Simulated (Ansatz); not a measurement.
For Ga₂O₃ (C2/m, No. 12), PBE-D3(BJ) (plane waves, PAW; Ansatz, a quantum-chemistry and plane-wave program) gives:

```
Property                        Value
---------------------  --------------
volume per atom         10.76 Å³/atom
enthalpy of formation  -1.896 eV/atom
```

What does r²SCAN in Ansatz (PAW) give for the same quantities?


- equilibrium volume per atom: 10.50 Å³/atom (falls by 2.4 %)
- formation enthalpy: -2.087 eV/atom (moves by -0.191 eV/atom)

Changes are worked out from the printed values.

Unless a cell is named, each level is at its own relaxed cell (PBE-D3(BJ) 10.76, r²SCAN 10.50 Å³/atom).

Caveats: the relaxation could not lower the start's symmetry, so the cell can be a saddle point above a distorted one (PBE-D3(BJ), r²SCAN). Ansatz's density-functional and Hartree–Fock values are scalar-relativistic unless marked +SOC, with PAW data made under PBE.
